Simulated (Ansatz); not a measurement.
BAs (zinc blende): values from a third-order Birch-Murnaghan fit to a volume scan beside measured ones. Computed values: PBEsol (plane waves to 420 eV, PAW, scalar-relativistic; Ansatz, a first-principles code). BAs was relaxed with its symmetry unable to fall.

```json
[
 {"quantity": "Lattice constant a (Å)", "reference": "4.777", "kind": "measured, room temperature or unstated", "PBEsol": "4.768", "difference": "-0.2 %"}
]
```

References as given in: M J Lucero, T M Henderson, G E Scuseria, Journal of Physics Condensed Matter (2012), arXiv:1111.4515. Values not taken to low temperature hold thermal and zero-point shifts that a static calculation lacks, so small differences there are no errors of the method.

(Under strain, the slope of the energy per volume gives the stress and its curvature an elastic modulus.)
